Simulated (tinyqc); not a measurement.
Harmonic frequencies on the RHF/sto-3g surface (energies and gradients from PySCF), for H2O, spin multiplicity 1, step by step. One step of it, computed by the program tinyqc.

Question. One row of the Hessian: 2Hy. Displace 2Hy by +/-0.005 bohr; H(k, :) = (g(+) - g(-)) / (2 delta).

optimised positions (bohr):
```
,x,y,z
1O,0.012217,0.070006,-0.040930
2H,0.051289,1.397557,1.275106
3H,-0.086182,-1.454335,1.037275
```

gradient at +delta (hartree/bohr):
```
,x,y,z
1O,-0.00006568,-0.00177675,-0.00110110
2H,0.00006784,0.00195324,0.00142067
3H,-0.00000216,-0.00017649,-0.00031957
```

gradient at -delta (hartree/bohr):
```
,x,y,z
1O,0.00006630,0.00177595,0.00109428
2H,-0.00006897,-0.00196432,-0.00142263
3H,0.00000267,0.00018837,0.00032835
```

Give: row of the Hessian.

Answer.

row of the Hessian (hartree/bohr^2): 1Ox -0.013199, 1Oy -0.355270, 1Oz -0.219538, 2Hx 0.013681, 2Hy 0.391756, 2Hz 0.284330, 3Hx -0.000482, 3Hy -0.036486, 3Hz -0.064792
